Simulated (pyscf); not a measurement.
PySCF, gas phase, ωB97X-D3(BJ)/def2-SVP geometries.

Estimate by transition-state theory the rate constant of HO–Ga(Cl)–Cl + H• -> H₂O + [Cl–Ga–Cl]• (doublet surface; Ga–O broken, H–O formed) at 298 K, with ωB97M-D3(BJ)/def2-TZVP energies (ideal gas, 1 atm, RRHO with modes under 100 cm⁻¹ raised to 100, one conformer, R ln 2 for rigid chiral ones; no tunnelling).

The electronic barrier is 12.0 kcal/mol and the thermal terms add +6.3, so ΔG‡ = 18.3 kcal/mol. With k_BT/h = 6.21e+12 s⁻¹ and RT = 0.592 kcal/mol, and a volume of 4.06e-20 cm³ per molecule at 1 atm, k = 9.6e-21 cm³ molecule⁻¹ s⁻¹. Wigner's tunnelling factor for 1754i cm⁻¹ would be 3.99, likely too low at so high a frequency. A shift of 1 kcal/mol in the barrier changes k by a factor 5.4. On the product side the descent ends in an adduct with a Ga–O contact, 17.1 kcal/mol under the separated species and 48.9 kcal/mol under the saddle at ωB97X-D3(BJ)/def2-TZVP. What is counted as broken (Ga–O) persists as a longer contact in the product adduct; parting that adduct is a step of its own. At ωB97X-D3(BJ) the barrier from the zero used here is 14.6 kcal/mol. One saddle was located; it need not be the lowest between these sides. The angle at the attacked O is 136°. Elements up to Kr have no core potential and no relativistic terms here.
